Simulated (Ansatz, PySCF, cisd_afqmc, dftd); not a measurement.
System: C$_{3}$H$_{6}$, charge 0, singlet. C3H6 (prop-1-ene, SMILES C(C)=C).
B3LYP-D3(BJ)/def2-TZVP minimum from Ansatz (an electronic-structure program):
```
C
C 1 1.3267
H 2 1.0824 1 121.67
H 2 1.0845 3 116.84 1 180.00
H 1 1.0871 2 118.81 3 0.00
C 1 1.4957 5 116.00 2 180.00
H 6 1.0909 1 111.47 5 -180.00
H 6 1.0939 7 108.29 1 -122.37
H 6 1.0939 7 108.29 8 -115.25
```
Charge 0, spin multiplicity 1.

Property: enthalpy of formation at 298 K (by atomisation, with ideal-gas terms from PySCF's Hessian at B3LYP-D3(BJ)/def2-TZVP and the atoms' measured values of the G2/97 table; no spin-orbit terms), in kcal/mol. UHF or UKS for unpaired electrons; spin-orbit terms are left out. Correlated methods leave the cores frozen. Rows without X2C or -DK are non-relativistic. AFQMC/CISD: phaseless, guided by CISD from CCSD amplitudes; bars are statistical, one sigma. Outlying blocks are dropped, and bars are widened where a walk drifts. Over all cases where full CI ran beside it in this data, AFQMC minus full CI had a median of +0.1 mEh and passed +0.4 mEh in a tenth of the cases. CBS(X,Y): correlation extrapolated as X^-3, Hartree-Fock from the larger set. A bracket is a step between two methods taken in the basis named. Functionals run without relativity, which enters their misses. 'core' is core correlation in cc-pwCVTZ, 'X2C' scalar relativity in cc-pVTZ-DK, both at CCSD(T). Where a partner has so few electrons that a lower coupled-cluster level is exact, that level stands in.

Measured: 4.9 kcal/mol, 20.4 kJ/mol (Active Thermochemical Tables 1.112 (ions: stationary electron), as tabulated in the package chemicals); atomic spin-orbit terms, which the calculations lack, would raise the computed values.

| level | program | enthalpy of formation at 298 K (kcal/mol) | error against that value |
|---|---|---|---|
| HF/cc-pVTZ | Ansatz | 211.5 | 206.6 |
| PBE-D3(BJ)/def2-TZVPD | Ansatz + dftd3 | -10.0 | -14.9 |
| PBE/def2-TZVPD | Ansatz | -7.0 | -11.9 |
| MP2/cc-pVQZ | Ansatz | 6.8 | 1.9 |
| CCSD/cc-pVQZ | Ansatz | 24.8 | 19.9 |
| CCSD/CBS(cc-pVTZ,cc-pVQZ) | Ansatz | 18.5 | 13.6 |
| CCSD(T)/cc-pVQZ | Ansatz | 14.0 | 9.1 |
| CCSDT(Q)/cc-pVDZ | Ansatz | 62.6 | 57.7 |
| AFQMC/CISD/cc-pVDZ | cisd_afqmc | 62.9 ± 0.4 | 58.0 |
| CCSD(T)/CBS(cc-pVTZ,cc-pVQZ) + [CCSDT(Q) - CCSD(T)]/cc-pVDZ + core + X2C | Ansatz | 3.8 | -1.1 |
